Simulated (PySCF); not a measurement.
Compound: CH3CH2CH2CHFCH3, C5H11F.
Cartesian coordinates in Å at the PBE0-D3(BJ)/def2-SVP level; atoms count from 1:
```
atom  x, y, z in Å
C1     2.5327    0.0070   -0.1708
C2     1.2806   -0.1202    0.6811
C3    -0.0036    0.1021   -0.1042
C4    -1.2579   -0.0695    0.7283
C5    -2.5409    0.1376   -0.0412
F6    -1.2663   -1.3542    1.2509
H7     3.4447   -0.1555    0.4230
H8     2.5341   -0.7303   -0.9897
H9     2.6080    1.0063   -0.6296
H10    1.2373   -1.1188    1.1448
H11    1.3230    0.6002    1.5175
H12   -0.0114    1.1145   -0.5443
H13   -0.0531   -0.6063   -0.9507
H14   -1.2215    0.6207    1.5928
H15   -2.6000    1.1634   -0.4335
H16   -3.4103   -0.0373    0.6085
H17   -2.5956   -0.5632   -0.8882
```

Computed with PySCF at wB97X-D/def2-SVPD, non-relativistic, on one gas-phase PBE0-D3(BJ)/def2-SVP geometry that isn't relaxed in the solvent. The solvent is an IEF-PCM continuum (van der Waals radii × 1.2), and excitations are vertical TDDFT with non-equilibrium linear response and a frozen core. Specific hydrogen bonds and non-electrostatic terms are outside this model.

Gas-phase singlets (H = HOMO, L = LUMO):

```json
{"state": "S1", "E (eV)": "9.194", "λ (nm)": "135", "f": "0.007", "leading configuration": "H→L 67%"}
{"state": "S2", "E (eV)": "9.262", "λ (nm)": "134", "f": "0.015", "leading configuration": "H-2→L 51%"}
{"state": "S3", "E (eV)": "9.303", "λ (nm)": "133", "f": "0.015", "leading configuration": "H-1→L 52%"}
{"state": "S4", "E (eV)": "9.651", "λ (nm)": "128", "f": "0.012", "leading configuration": "H-1→L+1 37%"}
{"state": "S5", "E (eV)": "9.834", "λ (nm)": "126", "f": "0.078", "leading configuration": "H→L+2 58%"}
```

How does the list change in cyclohexane (ε = 2.017)?

```csv
state,E (eV),λ (nm),f,leading configuration,change by rank (eV)
S1,9.188,135,0.005,H→L 43%,-0.006
S2,9.240,134,0.018,H-2→L 39%,-0.022
S3,9.313,133,0.022,H-1→L 50%,+0.010
S4,9.635,129,0.020,H-1→L+1 36%,-0.016
S5,9.825,126,0.219,H→L+2 47%,-0.009
```

How does the list change in chloroform (ε = 4.711)?

```csv
state,E (eV),λ (nm),f,leading configuration,change by rank (eV)
S1,9.195,135,0.004,H→L 36%,+0.001
S2,9.251,134,0.015,H-2→L 35%,-0.011
S3,9.329,133,0.022,H-1→L 49%,+0.026
S4,9.642,129,0.020,H-1→L+1 36%,-0.009
S5,9.840,126,0.229,H→L+2 46%,+0.006
```

How do the frontier levels move from gas to chloroform?

```csv
orbital,gas (eV),solvent (eV),change (eV),"Löwdin shares, gas","Löwdin shares, solvent"
LUMO+2,3.04,3.15,+0.11,"H14 16 %, H11 13 %, H13 10 %, F6 9 %","H14 12 %, F6 12 %, H11 11 %, H13 10 %"
LUMO+1,2.78,2.91,+0.13,"C1 21 %, C5 16 %, H7 9 %, H15 7 %","C1 21 %, C5 16 %, H7 9 %, H8 7 %"
LUMO,2.44,2.58,+0.14,"C5 14 %, C1 11 %, C3 11 %, H12 9 %","C5 13 %, C1 12 %, C3 10 %, C2 9 %"
HOMO,-10.93,-10.84,+0.09,"C3 20 %, C4 18 %, F6 18 %, C1 10 %","C3 20 %, C4 18 %, F6 14 %, C1 11 %"
HOMO-1,-11.03,-10.94,+0.09,"F6 19 %, C4 17 %, C3 12 %, C2 11 %","C4 17 %, F6 15 %, C3 15 %, C2 12 %"
HOMO-2,-11.16,-11.03,+0.13,"C2 27 %, C1 14 %, C3 12 %, H10 12 %","C2 27 %, C1 14 %, H10 12 %, C3 12 %"
HOMO-3,-11.71,-11.61,+0.10,"C2 18 %, C1 16 %, F6 14 %, C3 9 %","C2 17 %, C1 16 %, F6 13 %, C4 8 %"
```

The HOMO–LUMO gap goes from 13.36 to 13.42 eV.
